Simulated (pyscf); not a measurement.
A first-order saddle from PySCF, ωB97X-D3(BJ)/def2-SVP:

```
W
F 1 1.8454
F 1 1.8474 2 142.78
F 1 1.8475 2 79.45 3 -55.59
F 1 1.8482 2 83.95 4 130.91
N 1 1.8956 2 102.33 4 -84.41
H 6 1.0206 1 125.22 2 -95.59
H 6 1.0232 7 113.79 1 -172.67
F 1 2.2635 2 134.62 4 -167.51
H 9 1.0916 1 93.73 2 13.45
Cl 10 1.6147 9 148.70 1 9.33
```

Surface: singlet, charge 0. Lowest wavenumbers (cm⁻¹): 323i, 105, 124, 130, 217.

Name the species on either side of this saddle.

H₂N–W(F)(F)(F)(F)–F + HCl <-> H₂N–W(F)(F)(F)(F)–Cl + HF, a four-centre exchange read from left to right: F–W, Cl–H broken and Cl–W, F–H formed. At ωB97M-D3(BJ)/def2-TZVP it lies +26.2 kcal/mol from the left side and +17.2 kcal/mol from the right (each side as separated species at their lowest minima found). This is the saddle that the search found; another between the same sides may lie lower. Elements past Kr carry the def2 core potentials, without spin-orbit coupling.
